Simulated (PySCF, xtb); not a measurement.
dimethyl ether (C2H6O), SMILES COC.

Harmonic wavenumbers (cm⁻¹) from GFN2-xTB (xtb) at its own minimum, in rising order: 209, 248, 413, 959, 1078, 1122, 1130, 1152, 1227, 1406, 1411, 1468, 1473, 1488, 1495, 2888, 2890, 2910, 2917, 3032, 3033.

What does B3LYP-D3(BJ)/def2-TZVP run with PySCF give at its own minimum? (The exact figures need the calculation; the answer reports its results.)

212, 245, 414, 941, 1119, 1163, 1193, 1195, 1268, 1461, 1482, 1489, 1491, 1498, 1515, 2962, 2974, 3004, 3009, 3112, 3114. Paired by order, the mean absolute difference is 45 cm⁻¹ and the zero-point energies are 48.5 and 49.8 kcal/mol.
